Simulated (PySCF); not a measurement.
Ionisation energies (eV) were calculated with PySCF 2.14 by MP2 (valence), LDA, PBE, in another order, as differences of total energies without spin-orbit coupling. The measured values are between term centres (NIST).

```
                                                                                     species  measured       A       B       C
    Be (aug-cc-pCVTZ-DK with one added diffuse shell each of s, p, d, f type, spin-free X2C)     9.323   9.027   8.827   9.001
    Ne (aug-cc-pCVTZ-DK with one added diffuse shell each of s, p, d, f type, spin-free X2C)    21.597  22.194  21.652  21.661
  Ca (aug-cc-pwCVTZ-X2C with one added diffuse shell each of s, p, d, f type, spin-free X2C)     6.113   6.240   5.692   6.093
Cr (aug-cc-pwCVTZ-DK with one added diffuse shell each of s, p, d, f, g type, spin-free X2C)     6.767   7.591   6.519   7.388
Mn (aug-cc-pwCVTZ-DK with one added diffuse shell each of s, p, d, f, g type, spin-free X2C)     7.434   7.570   7.070   7.240
  Sb (aug-cc-pwCVTZ-DK3 with one added diffuse shell each of s, p, d, f type, spin-free X2C)     9.124   9.125   8.989   8.965
  Te (aug-cc-pwCVTZ-DK3 with one added diffuse shell each of s, p, d, f type, spin-free X2C)     8.749   9.017   8.378   8.743
  I⁺ (aug-cc-pwCVTZ-DK3 with one added diffuse shell each of s, p, d, f type, spin-free X2C)    18.750  19.052  18.328  18.738
```

Task: Which column is which method?

Result: A is LDA (mean error 0.24 eV); B is MP2 (valence) (mean error -0.30 eV); C is PBE (mean error 0.00 eV). LDA overbinds the outer electron and comes out highest. Valence MP2 in a finite basis recovers only part of the missing correlation, so it stays below experiment on average. PBE, with gradient corrections, lies close to experiment on average, with errors of both signs.
